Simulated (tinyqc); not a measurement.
Inside a calculation (part 2 of 2). Method: coupled-perturbed Hartree-Fock on RHF in the sto-3g basis, for H3O+, spin multiplicity 1. Computed by tinyqc, a small Python program that keeps every step (integrals from PySCF). Command: `OMP_NUM_THREADS=1 python tinyqc.py 23910 23911 out.jsonl` (the two numbers bound the seeds that draw the settings). One thread of a shared host (Intel(R) Xeon(R) Processor @ 2.60GHz), about 0.1 s of CPU time with the checks.

Geometry (angstrom):

| atom | x | y | z |
|---|---|---|---|
| O | 0.000000 | 0.000000 | 0.315000 |
| H | 0.907000 | 0.000000 | 0.000000 |
| H | -0.454000 | 0.786000 | 0.000000 |
| H | -0.454000 | -0.786000 | 0.000000 |

## Integrals over molecular orbitals

coefficients C:
```
              MO1        MO2        MO3        MO4        MO5        MO6        MO7        MO8
1O 1s    0.993945  -0.238501   0.000061   0.000000  -0.065050  -0.161075   0.000000   0.000362
1O 2s    0.028168   0.864299  -0.000345   0.000000   0.320214   1.086854   0.000000  -0.002772
1O 2px   0.000004   0.000148   0.708560   0.000000   0.000242  -0.001793   0.000000  -0.929765
1O 2py   0.000000   0.000000   0.000000   0.708639   0.000000   0.000000   0.929352   0.000000
1O 2pz  -0.003133  -0.128259  -0.000227   0.000000   0.939411  -0.410879   0.000000   0.001046
2H 1s   -0.005246   0.095912   0.398967   0.000000  -0.089347  -0.660024   0.000000   1.014511
3H 1s   -0.005238   0.095761  -0.199567   0.345559  -0.089446  -0.662579  -0.876995  -0.505082
4H 1s   -0.005238   0.095761  -0.199567  -0.345559  -0.089446  -0.662579   0.876995  -0.505082
```

core Hamiltonian H = T + V (hartree), lower triangle:
```
             1O 1s      1O 2s     1O 2px     1O 2py     1O 2pz      2H 1s      3H 1s      4H 1s
1O 1s   -33.267934
1O 2s    -7.742286  -9.875046
1O 2px   -0.000014  -0.000122  -8.122929
1O 2py    0.000000   0.000000   0.000000  -8.122703
1O 2pz    0.015164   0.178594   0.000069   0.000000  -7.996809
2H 1s    -1.766213  -3.930107  -2.567778   0.000000   0.947169  -5.388679
3H 1s    -1.763462  -3.925906   1.283448  -2.222026   0.945841  -1.577585  -5.386107
4H 1s    -1.763462  -3.925906   1.283448   2.222026   0.945841  -1.577585  -1.576480  -5.386107
```

Given earlier and not repeated: Two-electron integrals (ij|kl) in chemists' order.

(pq|rs) = sum C_ip C_jq C_kr C_ls (ij|kl), one index at a time.

one-electron integrals over orbitals h = C^T H C (hartree), lower triangle:
```
            1          2          3          4          5          6          7          8
1  -33.249839
2    0.565405  -8.261836
3   -0.000149  -0.000045  -7.165808
4    0.000000   0.000000   0.000000  -7.165292
5    0.147043  -0.147923   0.000312   0.000000  -7.850987
6    0.362855  -1.465851   0.004010   0.000000   0.565822  -5.182730
7    0.000000   0.000000   0.000000  -1.705701   0.000000   0.000000  -5.631529
8   -0.000815   0.003464   1.705546   0.000000  -0.000743  -0.000692   0.000000  -5.632043
```

Two-electron integrals over orbitals (pq|rs), unique and non-zero (hartree):
```
(11|11) 4.743255    (21|11) -0.425938   (21|21) 0.060880    (22|11) 1.025816
(22|21) -0.014220   (22|22) 0.735790    (31|11) 0.000111    (31|21) -0.000012
(31|22) 0.000017    (31|31) 0.014394    (32|11) -0.000012   (32|21) 0.000008
(32|22) 0.000082    (32|31) 0.021727    (32|32) 0.141267    (33|11) 0.877939
(33|21) -0.006360   (33|22) 0.669651    (33|31) 0.002370    (33|32) 0.033047
(33|33) 0.678247    (41|41) 0.014396    (42|41) 0.021726    (42|42) 0.141211
(43|41) -0.002384   (43|42) -0.033120   (43|43) 0.041750    (44|11) 0.877904
(44|21) -0.006362   (44|22) 0.669578    (44|31) -0.002377   (44|32) -0.033102
(44|33) 0.594811    (44|44) 0.678215    (51|11) -0.115146   (51|21) 0.013020
(51|22) -0.013865   (51|31) -0.000005   (51|32) -3.17e-08   (51|33) -0.003895
(51|44) -0.003894   (51|51) 0.027687    (52|11) 0.052892    (52|21) -0.007153
(52|22) -0.025183   (52|31) 6.14e-07    (52|32) 3.18e-06    (52|33) 0.003285
(52|44) 0.003282    (52|51) 0.028394    (52|52) 0.135075    (53|11) -0.000074
(53|21) 4.11e-06    (53|22) -0.000018   (53|31) 0.003935    (53|32) 0.005707
(53|33) -0.004144   (53|44) 0.004096    (53|51) -0.000008   (53|52) -0.000033
(53|53) 0.036880    (54|41) 0.003935    (54|42) 0.005704    (54|43) 0.004119
(54|54) 0.036881    (55|11) 1.091937    (55|21) -0.013978   (55|22) 0.730049
(55|31) 2.01e-06    (55|32) -0.000010   (55|33) 0.658617    (55|44) 0.658589
(55|51) 0.012130    (55|52) 0.078618    (55|53) -0.000061   (55|55) 0.876461
(61|11) -0.288407   (61|21) 0.042599    (61|22) -0.007100   (61|31) -0.000041
(61|32) -0.000042   (61|33) -0.003873   (61|44) -0.003864   (61|51) 0.002045
(61|52) -0.012932   (61|53) -4.06e-06   (61|55) -0.013369   (61|61) 0.031836
(62|11) 0.337023    (62|21) -0.009573   (62|22) 0.147123    (62|31) -0.000025
(62|32) -0.000113   (62|33) 0.103747    (62|44) 0.103722    (62|51) -0.013401
(62|52) -0.023554   (62|53) -0.000041   (62|55) 0.147573    (62|61) -0.003330
(62|62) 0.085316    (63|11) -0.000837   (63|21) 0.000019    (63|22) -0.000381
(63|31) 0.006860    (63|32) -0.009088   (63|33) -0.022974   (63|44) 0.022379
(63|51) 9.38e-07    (63|52) -0.000071   (63|53) 0.006670    (63|55) -0.000436
(63|61) -1.94e-06   (63|62) -0.000245   (63|63) 0.049874    (64|41) 0.006853
(64|42) -0.009196   (64|43) 0.022692    (64|54) 0.006699    (64|64) 0.050055
(65|11) -0.114297   (65|21) -0.000952   (65|22) -0.067994   (65|31) -0.000013
(65|32) -0.000078   (65|33) -0.038799   (65|44) -0.038744   (65|51) 0.013896
(65|52) 0.041086    (65|53) -0.000051   (65|55) -0.054295   (65|61) -0.004630
(65|62) -0.045495   (65|63) 0.000100    (65|65) 0.036657    (66|11) 0.689988
(66|21) -0.006845   (66|22) 0.545304    (66|31) -0.000046   (66|32) -0.000374
(66|33) 0.516107    (66|44) 0.516398    (66|51) -0.016148   (66|52) -0.052710
(66|53) 0.000050    (66|55) 0.509347    (66|61) -0.000633   (66|62) 0.065787
(66|63) 0.000057    (66|65) -0.037836   (66|66) 0.488041    (71|41) 0.016248
(71|42) 0.022964    (71|43) -0.002181   (71|54) 0.004483    (71|64) 0.007348
(71|71) 0.018382    (72|41) 0.014527    (72|42) 0.045221    (72|43) 0.012766
(72|54) 0.018051    (72|64) 0.036295    (72|71) 0.015641    (72|72) 0.051239
(73|41) 0.002980    (73|42) 0.039760    (73|43) -0.004247   (73|54) -0.004957
(73|64) -0.023369   (73|71) 0.003387    (73|72) -0.001807   (73|73) 0.033416
(74|11) 0.364614    (74|21) -0.007602   (74|22) 0.153795    (74|31) 0.002986
(74|32) 0.039773    (74|33) 0.128282    (74|44) 0.119838    (74|51) 0.000747
(74|52) 0.035661    (74|53) -0.004972   (74|55) 0.186389    (74|61) -0.005676
(74|62) 0.081605    (74|63) -0.023494   (74|65) -0.027724   (74|66) 0.043084
(74|74) 0.145387    (75|41) 0.006288    (75|42) 0.037789    (75|43) -0.011059
(75|54) 0.023075    (75|64) -0.012289   (75|71) 0.006945    (75|72) 0.010538
(75|73) 0.013673    (75|75) 0.031264    (76|41) 0.012682    (76|42) 0.097845
(76|43) -0.040014   (76|54) -0.010772   (76|64) -0.044000   (76|71) 0.013699
(76|72) 0.000417    (76|73) 0.048682    (76|75) 0.029783    (76|76) 0.114917
(77|11) 0.793800    (77|21) -0.008004   (77|22) 0.586689    (77|31) -0.000581
(77|32) -0.032205   (77|33) 0.531566    (77|44) 0.604284    (77|51) -0.002689
(77|52) 0.000825    (77|53) 0.009890    (77|55) 0.580282    (77|61) -0.005076
(77|62) 0.071889    (77|63) 0.039008    (77|65) -0.022681   (77|66) 0.494414
(77|74) 0.063592    (77|77) 0.584710    (81|11) 0.000654    (81|21) -0.000101
(81|22) 4.56e-06    (81|31) -0.016252   (81|32) -0.022972   (81|33) -0.002156
(81|44) 0.002185    (81|51) -0.000008   (81|52) 0.000023    (81|53) -0.004484
(81|55) 0.000028    (81|61) -0.000036   (81|62) 0.000040    (81|63) -0.007359
(81|65) 0.000022    (81|66) 0.000057    (81|74) -0.003381   (81|77) 0.000489
(81|81) 0.018394    (82|11) -0.000812   (82|21) 0.000020    (82|22) -0.000358
(82|31) -0.014525   (82|32) -0.045177   (82|33) 0.012566    (82|44) -0.013024
(82|51) 0.000025    (82|52) 0.000022    (82|53) -0.018054   (82|55) -0.000359
(82|61) 0.000040    (82|62) -0.000103   (82|63) -0.036295   (82|65) 0.000115
(82|66) -0.000140   (82|74) 0.001612    (82|77) -0.022713   (82|81) 0.015644
(82|82) 0.051243    (83|11) -0.364617   (83|21) 0.007606    (83|22) -0.153721
(83|31) 0.002973    (83|32) 0.039815    (83|33) -0.119803   (83|44) -0.128316
(83|51) -0.000748   (83|52) -0.035663   (83|53) -0.004924   (83|55) -0.186373
(83|61) 0.005665    (83|62) -0.081614   (83|63) -0.023059   (83|65) 0.027658
(83|66) -0.043453   (83|74) -0.080755   (83|77) -0.098469   (83|81) -0.003395
(83|82) 0.002064    (83|83) 0.145458    (84|41) -0.003000   (84|42) -0.039757
(84|43) 0.004199    (84|54) 0.004932    (84|64) 0.023258    (84|71) -0.003409
(84|72) 0.001716    (84|73) -0.031130   (84|75) -0.013656   (84|76) -0.048594
(84|84) 0.033321    (85|11) 0.000153    (85|21) 2.27e-06    (85|22) 0.000081
(85|31) -0.006289   (85|32) -0.037797   (85|33) -0.010967   (85|44) 0.011091
(85|51) -0.000033   (85|52) -0.000109   (85|53) -0.023081   (85|55) 0.000051
(85|61) 0.000025    (85|62) 0.000105    (85|63) 0.012232    (85|65) -0.000007
(85|66) 0.000185    (85|74) -0.013640   (85|77) 0.013339    (85|81) 0.006948
(85|82) 0.010537    (85|83) -0.013729   (85|85) 0.031266    (86|11) 0.000112
(86|21) -3.14e-06   (86|22) -0.000019   (86|31) -0.012681   (86|32) -0.097759
(86|33) -0.039719   (86|44) 0.039903    (86|51) 0.000028    (86|52) 0.000099
(86|53) 0.010721    (86|55) 0.000096    (86|61) 0.000019    (86|62) 0.000021
(86|63) 0.043666    (86|65) 0.000106    (86|66) 0.000444    (86|74) -0.048558
(86|77) 0.058544    (86|81) 0.013703    (86|82) 0.000478    (86|83) -0.048737
(86|85) 0.029720    (86|86) 0.114450    (87|41) 0.000555    (87|42) 0.031982
(87|43) -0.036315   (87|54) -0.009894   (87|64) -0.039185   (87|71) 0.000447
(87|72) -0.022541   (87|73) 0.017324    (87|75) 0.013258    (87|76) 0.058451
(87|84) -0.017235   (87|87) 0.048285    (88|11) 0.794015    (88|21) -0.008009
(88|22) 0.586820    (88|31) 0.000639    (88|32) 0.032606    (88|33) 0.604519
(88|44) 0.531445    (88|51) -0.002689   (88|52) 0.000840    (88|53) -0.009950
(88|55) 0.580383    (88|61) -0.005082   (88|62) 0.071980    (88|63) -0.039554
(88|65) -0.022761   (88|66) 0.493986    (88|74) 0.098649    (88|77) 0.487529
(88|81) -0.000525   (88|82) 0.022362    (88|83) -0.063392   (88|85) -0.013402
(88|86) -0.058857   (88|88) 0.585252
```

## Response to a field: uncoupled start

orbital energies (hartree): MO1 -20.876751, MO2 -1.814292, MO3 -1.119816, MO4 -1.119551, MO5 -0.932664, MO6 0.117820, MO7 0.282023, MO8 0.282639

dipole integrals <a|z|i> (bohr):
```
           i1         i2         i3        i4         i5
a6  -0.023819   0.068391  -0.000661  0.000000  -0.071383
a7   0.000000   0.000000   0.000000  0.327512   0.000000
a8   0.000057  -0.000242  -0.327603  0.000000   0.000120
```

Field along z; U_ai = -mu_ai / (e_a - e_i), alpha = -4 sum U_ai mu_ai.

uncoupled U:
```
           i1         i2        i3         i4         i5
a6   0.001135  -0.035397  0.000534   0.000000   0.067952
a7   0.000000   0.000000  0.000000  -0.233674   0.000000
a8  -0.000003   0.000115  0.233593   0.000000  -0.000099
```

uncoupled polarisability = 0.641422 bohr^3

## Coupled step 1

U_ai = -(mu_ai + sum_bj [4 (ai|bj) - (ab|ij) - (aj|bi)] U_bj) / (e_a - e_i); alpha = -4 sum U_ai mu_ai.

U after step 1:
```
           i1        i2        i3         i4         i5
a6   0.000203  0.008767  0.000450   0.000000   0.051926
a7   0.000000  0.000000  0.000000  -0.209948   0.000000
a8  -0.000001  0.000024  0.209888   0.000000  -0.000092
```

polarisability = 0.562531 bohr^3

## Coupled step 2

As before.

U after step 2:
```
           i1        i2        i3         i4         i5
a6   0.000282  0.009963  0.000466   0.000000   0.053319
a7   0.000000  0.000000  0.000000  -0.218519   0.000000
a8  -0.000001  0.000025  0.218456   0.000000  -0.000099
```

polarisability = 0.585065 bohr^3

## Coupled polarisability

Repeat until U stops changing; compare with -d2E/dF2.

Course of the coupled iterations:

| step | alpha (bohr^3) |
|---|---|
| 0 | 0.641422 |
| 1 | 0.562531 |
| 2 | 0.585065 |
| 3 | 0.583094 |
| 4 | 0.583937 |
| 5 | 0.583906 |
| 6 | 0.583940 |
| 7 | 0.583941 |
| 8 | 0.583943 |
| 9 | 0.583943 |
| 10 | 0.583943 |
| 11 | 0.583943 |
| 12 | 0.583943 |
| 13 | 0.583943 |
| 14 | 0.583943 |
| 15 | 0.583943 |

coupled polarisability = 0.583943 bohr^3

finite-field check, fields of +/-0.001 au = 0.583943 bohr^3
